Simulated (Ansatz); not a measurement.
A run of Ansatz (development build ahead of 0.2.0) on doublet C2H at this shape:

```tsv
atom	x (Å)	y (Å)	z (Å)
H	-0.0107	0.0462	-1.5373
C	0.0240	-0.0382	-0.4981
C	0.0095	0.0308	0.7737
```

Its results:

```
Converged                       : yes
Total energy                    : -76.17125 hartree
Spin squared of the determinant : 1.395
```

(1) Which input gives this output? Name the method, the orbitals and the basis set, and write the input.

Answers

(1) UHF in cc-pVTZ.

```yaml
crystal:
  periodic: [false, false, false]
  atoms:
    - { symbol: H, position_ang: [-0.0107, 0.04624, -1.53727] }
    - { symbol: C, position_ang: [0.02399, -0.03825, -0.49815] }
    - { symbol: C, position_ang: [0.00945, 0.03084, 0.77371] }
basis:
  gaussian: { orbitals: cc-pVTZ }
magnetization:
  spin_polarized: true
  initial_magnetization: 1
hamiltonian:
  xc: hf
```

Caution: the unrestricted determinant is spin contaminated.
